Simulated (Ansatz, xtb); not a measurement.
# Relative energy of two structures of AlBHS−

Structure X: a singlet given by its coordinates. Structure Y: a triplet given by its coordinates. Both are isolated ions in the gas phase, relaxed with r2SCAN-D4/def2-SVPD.

X (Å):

```xyz
4

Al   -0.9784    1.0167   -0.3094
B     0.7668   -0.1027    0.3589
S     2.2962   -0.6710    0.7116
H    -2.0916   -0.0740    0.2814
```

Close contacts (Å): Al1–B2 2.18, B2–S3 1.67, Al1–H4 1.67.

Y (Å):

```xyz
4

Al   -0.9274    0.7554   -0.1610
B     0.8744   -0.0807    0.3486
S     2.4241   -0.6208    0.6861
H    -2.3780    0.1151    0.1687
```

Close contacts (Å): Al1–B2 2.05, B2–S3 1.68, Al1–H4 1.62.

Question: Estimate which is lower in electronic energy at CCSD(T)/def2-TZVPPD, and by roughly how much.

Answer: The CCSD(T)/def2-TZVPPD calculation puts structure X lower, by 9.8 kcal/mol.

The same difference at several levels:

```
              level             geometry  E(Y) − E(X) (kcal/mol)  departure from the last row (kcal/mol)  job, with rough time for the two
r2SCAN-D4/def2-SVPD  r2SCAN-D4/def2-SVPD                      +0.6                                    −9.2                optimisation, 90 s
     HF/def2-TZVPPD  r2SCAN-D4/def2-SVPD                      −2.9                                   −12.7           part of the CCSD(T) run
    MP2/def2-TZVPPD  r2SCAN-D4/def2-SVPD                      +6.9                                    −2.9           part of the CCSD(T) run
CCSD(T)/def2-TZVPPD  r2SCAN-D4/def2-SVPD                      +9.8                                                     single point, 1.7 min
```

HF/def2-TZVPPD puts the two in the other order. The largest departure from CCSD(T)/def2-TZVPPD is that of HF/def2-TZVPPD, 12.7 kcal/mol. The closed-shell reference of X is unstable towards spin breaking, so its energies are less sure. Levels run at GFN2-xTB geometries aren't shown.

With harmonic frequencies from r2SCAN-D4/def2-SVPD (ideal gas, rigid rotor, one conformer each, 298.15 K, 1 atm): the zero-point term adds +0.5 kcal/mol; ΔH is +10.1 and ΔG +10.0 kcal/mol.

The T1 diagnostic of structure X is large, so the coupled-cluster value is less sure. Open shells are spin-unrestricted. The correlated steps freeze 11 core orbitals. ΔG holds the spin degeneracy. Run with Ansatz 0.2.0; the last row on 1 thread of Arm Neoverse V1 on a shared host.
